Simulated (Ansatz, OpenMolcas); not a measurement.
## BN (boron nitride): methods side by side

The species is BN (2 atoms), meant as a triplet with charge 0. SMILES: `B#N`. The shape is that of a GFN2-xTB optimisation.

```xyz
2

B     0.0000    0.0000    0.0000
N     0.0000    0.0000    1.2684
```

Each level gives the energy change with the B1–N2 bond stretched from 1.268 to 1.973 Å (eV). The values are calculated.

```csv
level,kind,program,value (eV),CPU time (all runs)
UHF/6-31G,Hartree–Fock,Ansatz,1.24,0.29 s
USVWN5/6-31G,LDA,Ansatz,2.51,0.82 s
U-r2SCAN/6-31G,meta-GGA,Ansatz,2.27,6 s
UB3LYP/6-31G,global hybrid,Ansatz,2.09,1.2 s
UHSE06/6-31G,range-separated hybrid,Ansatz,2.15,1.8 s
UB2PLYP/6-31G,double hybrid,Ansatz,2.11,2.2 s
UMP2/6-31G,perturbation theory,Ansatz,2.41,0.49 s
UCCSDT/6-31G,coupled cluster or CI,Ansatz,1.68,2.6 s
UCCSDTQ/6-31G,coupled cluster or CI,Ansatz,1.68,47 s
FCI/STO-3G,exact in the basis,OpenMolcas,2.25,3.3 s
```

The first shape isn't each level's own minimum. The values span 1.24 to 2.51 eV. Spin contamination of the reference (⟨S²⟩ at least 0.1 too high) touches UHF/6-31G, U-r2SCAN/6-31G, UMP2/6-31G, UCCSDT/6-31G, UCCSDTQ/6-31G. The coupled-cluster rows rest on a doubtful reference here (large T1 or Brueckner and Hartree–Fock orbitals at odds), and rows may lie in different states. All rows use very small basis sets, so none should be taken for the real molecule's value. In so small a basis fixed costs decide the times, and correlated methods can beat functionals. CPU times are rough (shared hosts, several kinds of processor and program).
